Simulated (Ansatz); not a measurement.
# H3OSSi: the cost of one run

All numbers below are computed with Ansatz 0.2.0 (UHF/def2-SVP).

## 1. Starting point

Bond lengths: Si1–O2 1.642 Å, O2–S3 1.621 Å, Si1–H4 1.462 Å, Si1–H5 1.455 Å, Si1–H6 1.462 Å. Angles: Si1–O2–S3 136.9°, O2–Si1–H4 109.2°, O2–Si1–H5 97.4°, O2–Si1–H6 109.3°, H4–Si1–H5 115.0°, H4–Si1–H6 110.1°, H5–Si1–H6 115.0°.

Structure file:

```xyz
6

Si   -0.2937    0.4382   -0.2384
O     0.7612   -0.7983   -0.0044
S     1.1276   -1.8304    1.1904
H    -1.6608   -0.0610   -0.0954
H     0.1012    0.7651   -1.6001
H    -0.0354    1.4864    0.7479
```

## 2. Relaxing the start

The input, input.yaml:

```yaml
crystal:
  periodic: [false, false, false]
  atoms:
    - { symbol: Si, position_ang: [-0.29373, 0.4382, -0.23838] }
    - { symbol: O, position_ang: [0.76118, -0.79828, -0.00441] }
    - { symbol: S, position_ang: [1.12759, -1.83042, 1.19043] }
    - { symbol: H, position_ang: [-1.66082, -0.06096, -0.09545] }
    - { symbol: H, position_ang: [0.10119, 0.7651, -1.60006] }
    - { symbol: H, position_ang: [-0.0354, 1.48636, 0.74786] }
magnetization:
  spin_polarized: true
  initial_magnetization: 1
basis:
  gaussian: { orbitals: def2-SVP }
hamiltonian:
  xc: hf
relax:
  f_tol: 0.02
  max_steps: 40
```

Started as:

```console
$ ansatz run input.yaml --threads 1 --pin off --max-ram 2048MiB --backend cpu --events-out ev --progress --plain --runs-dir out
```

Q: Estimate wall time and peak memory on 1 thread of Arm Neoverse V1, shared host.

About 12 s, with a peak of 0.13 GiB.
